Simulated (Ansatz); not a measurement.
C4H8O (`CC1(C)CO1`), relaxed with RKS PBE-D4/def2-SVP in Ansatz from a rough embedded geometry. The force threshold is 0.03 eV/Å; the program also tests the step.

The species carries charge 0 and has multiplicity 1.

Start:

```xyz
13

C    -0.229    1.148   -0.780
C     0.136   -0.012   -0.008
C    -0.552   -1.259   -0.411
C     0.769    0.072    1.412
O     1.551   -0.177    0.216
H     0.397    2.086   -0.472
H    -0.016    1.027   -1.841
H    -1.234    1.437   -0.637
H    -1.641   -1.181   -0.186
H    -0.205   -2.134    0.223
H    -0.392   -1.501   -1.431
H     0.581   -0.673    2.125
H     0.834    1.168    1.791
```

Q: How much energy does the relaxation release, and in how many steps? (Best estimate.)

A: Computed: 0.56 eV, in 7 steps, 1 of them rejected.

Q: Which bonds change most? (Best estimate.)

A: Ansatz gave: C2–C4 from 1.558 to 1.479 Å; C1–C2 from 1.440 to 1.515 Å; C1–H6 from 1.169 to 1.107 Å; C4–H12 from 1.048 to 1.108 Å.

Q: Give the relaxed structure. (Best estimate.)

A: Computed: 
```xyz
13

C    -0.208    1.215   -0.782
C     0.162   -0.021    0.012
C    -0.565   -1.296   -0.366
C     0.737    0.122    1.367
O     1.575   -0.182    0.250
H     0.398    2.085   -0.463
H    -0.026    1.047   -1.864
H    -1.282    1.464   -0.656
H    -1.659   -1.191   -0.216
H    -0.204   -2.149    0.240
H    -0.391   -1.536   -1.435
H     0.602   -0.691    2.108
H     0.861    1.133    1.805
```
